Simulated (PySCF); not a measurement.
Geometry:
| atom | x (Å) | y (Å) | z (Å) |
| --- | --- | --- | --- |
| C1 | 1.260 | 0.021 | -0.740 |
| C2 | 0.155 | -0.070 | 0.307 |
| C3 | -0.804 | -1.219 | 0.017 |
| C4 | -0.582 | 1.255 | 0.468 |
| F5 | 0.772 | -0.349 | 1.532 |
| H6 | 0.833 | 0.234 | -1.715 |
| H7 | 1.958 | 0.813 | -0.477 |
| H8 | 1.806 | -0.918 | -0.788 |
| H9 | -1.310 | -1.052 | -0.930 |
| H10 | -1.546 | -1.295 | 0.808 |
| H11 | -0.257 | -2.158 | -0.034 |
| H12 | 0.119 | 2.043 | 0.729 |
| H13 | -1.081 | 1.518 | -0.460 |
| H14 | -1.323 | 1.176 | 1.260 |

PySCF 2.14.0 with density-fitted response routines calculation with geometry from GFN2-xTB and NMR shieldings at PBE0/pcSseg-1/GIAO; one conformer, no solvent model, non-relativistic, fast rotation and ring inversion assumed for equivalent nuclei.

Referencing at the same level of theory: 13C and 1H against TMS; 19F against CFCl3.

```tsv
atoms	nucleus	count	δ (ppm)
C2	13C	1	?
C1/C3/C4	13C	3	30.5
F5	19F	1	?
H6/H7/H8/H9/H10/H11/H12/H13/H14	1H	9	1.36
```

**Question.** Estimate the values marked ?.

**Answer.** 
- C2: 94.1 ppm, fully substituted sp3 carbon bonded to F; deshielded by the electronegative neighbour
- F5: -173.6 ppm, fluorine on an sp3 carbon

Shifts are as computed. Against solution values, carbons near 30 ppm lie about +3 ppm off and those near 130 ppm about +5 ppm. Of 246 compounds with measured shifts, 49 miss one by over three times the rms of a fit or turn the order of signals round; such compounds aren't used in these exercises. Unscaled 19F shifts against computed CFCl3 carry errors that often reach 10 to 50 ppm.
